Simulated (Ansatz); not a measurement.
Rutile MnF₂ was calculated with r²SCAN (Ansatz, an electronic-structure program, plane waves, PAW).

Run with plane-wave cutoff 500 eV, 8×8×12 k mesh (along the axes of the cell as run), Fermi–Dirac smearing 0.05 eV, ferromagnetic start, spin-polarised with parallel moments, scalar-relativistic PAW data made under PBE.

Computed at the level's own relaxed cell.

Problem. Predict the volume per atom, magnetic moment (largest site, within a sphere) and band gap.

Solution. 
* **volume per atom**: 13.09 Å³/atom
* **magnetic moment (largest site, within a sphere)**: 4.25 μB
* **band gap**: 1.78 eV (on the SCF k mesh)

Measured, for comparison: band gap 9.9 eV (temperature not stated, not corrected to a static lattice, the source doubts the polymorph; as tabulated in Das and Bazhirov (2019), arXiv:1808.05325). Computed (rounded) less measured: band gap not scored (a reference that its source doubts or gives as a wide range).

Moments are spin moments.

The computed numbers hold no vibrational or temperature effects.

Cost on a shared machine: very roughly 2.0 core-minutes.
